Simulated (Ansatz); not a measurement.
## H$_{2}$Si–N, sextet: the ladder up to UCCSDT(Q)

Geometry: that of the H2Si–N, quartet, kept fixed. The doublet lies 7.6 eV lower here.

```tsv
atom	x (Å)	y (Å)	z (Å)
Si	0.0000	0.0000	0.5558
N	0.0000	0.0000	-1.2927
H	0.0000	1.3020	1.2391
H	0.0000	-1.3020	1.2391
```

Basis cc-pVDZ; Ansatz 0.2.0. Only valence electrons are correlated (noble-gas cores frozen), which leaves 11 electrons in 36 orbitals. Prefix R: restricted or restricted open-shell reference; prefix U: unrestricted. Active spaces: valence = (11e, 10o) chosen from the atoms' valence shells.

Full CI isn't at hand for all of this; UCCSDT(Q) serves as the reference, and is uncertain by about the last step of the cluster series. The frozen core follows each run's orbitals, which can shift R against U totals by a few meV.

For open shells CISD is restricted-active-space CI with the open shells as a complete middle space.

```
UHF ⟨S²⟩                          : 8.764
T1 diagnostic (RCCSD)             : 0.0288
largest doubles amplitude (RCCSD) : 0.032
T1 diagnostic (UCCSD)             : 0.0236
```

```
                            level  E − E(UCCSDT(Q)) (kcal/mol)  share of correlation (%)  wall time
                              RHF                       127.34                      0.00          –
                              UHF                       123.54                      2.99          –
                             RMP2                        28.02                     78.00          –
                             UMP2                        27.76                     78.20          –
                             CISD                         9.89                     92.23       13 s
                            RCCSD                         3.52                     97.24          –
                            UCCSD                         3.45                     97.29          –
                         RCCSD(T)                         0.88                     99.31      1.9 s
                         UCCSD(T)                         0.84                     99.34      1.8 s
                          BCCD(T)                         0.90                     99.30      2.3 s
                           RCCSDT                         0.15                     99.88          –
                           UCCSDT                         0.11                     99.91          –
                        RCCSDT(Q)                         0.05                     99.96       22 s
           CASSCF (valence space)                       107.41                     15.66          –
           NEVPT2 (valence space)                        26.54                     79.16      3.1 s
           MRCISD (valence space)                         8.14                     93.61          –
         MRCISD+Q (valence space)                         1.14                     99.10        9 s
MRCISD+Q(relaxed) (valence space)                        -0.09                    100.07       11 s
```

The correlation energy at UCCSDT(Q), counted from RHF, is -5.522 eV. That run took 18 s on 1 thread of Arm Neoverse V1, shared host.

Times hold each run's SCF and search for its determinant on a shared host, so for small cases they say little of a method's own cost; they ran on 1 thread of Arm Neoverse V1.

Natural occupations of CASSCF (valence space) about the gap: 1.983 1.971 1.003 1.002 1.000 1.000 0.998 0.025 0.021; effectively unpaired electrons, Σ n²(2−n)², 5.01.
